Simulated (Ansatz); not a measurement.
Energy needed to pull apart CH$_{3}$B (SMILES B=C), closed shell, into free ground-state atoms, from the structure below (at a frame of a short PBE0-D4/def2-SVP trajectory); no zero-point or spin–orbit terms; open-shell atoms are treated unrestricted, in their ground-state multiplicity.

B1  (0.115, -0.821, 0.196)
C2  (-0.060, 0.545, -0.098)
H3  (0.154, -2.000, 0.343)
H4  (-0.736, 0.529, -1.032)
H5  (0.358, 1.509, 0.280)
(Å)

Ansatz 0.2.0; basis: def2-TZVPP; cores frozen in the correlated methods.

```json
{"method": "PBE-D4", "atomization energy (eV)": "18.86"}
{"method": "r2SCAN-D4", "atomization energy (eV)": "?"}
{"method": "PBE0-D4", "atomization energy (eV)": "18.53"}
{"method": "wB97M-V", "atomization energy (eV)": "18.53"}
{"method": "HF", "atomization energy (eV)": "14.01"}
{"method": "MP2", "atomization energy (eV)": "?"}
{"method": "CCSD", "atomization energy (eV)": "17.69"}
{"method": "CCSD(T)", "atomization energy (eV)": "17.94"}
```

**Question.** What does r2SCAN-D4 give? (An estimate is asked for; the value comes from the calculation.)

**Answer.** By the calculation: 18.58 eV, which is about 0.64 eV more than CCSD(T)/def2-TZVPP.

**Question.** What does MP2 give? (To be estimated.)

**Answer.** The calculation gives: 18.16 eV, which is about 0.22 eV more than CCSD(T)/def2-TZVPP.

In triple zeta the MP2 and coupled-cluster atomization energies are still short of their basis limit by a few kcal/mol a bond, whereas those of the functionals are nearly converged, so these differences are not deviations from converged CCSD(T).

No T1 diagnostic of these runs exceeds 0.015.

For scale, one of the runs: CCSD(T)/def2-TZVPP forces, 104 basis functions, launched by `ansatz run in.yaml --threads 2 --pin off --events-out ev --progress --plain --max-ram 3481MiB`. Hardware: 2 CPU threads of an AMD EPYC 7R43, shared host. Wall time about 7.5 s.
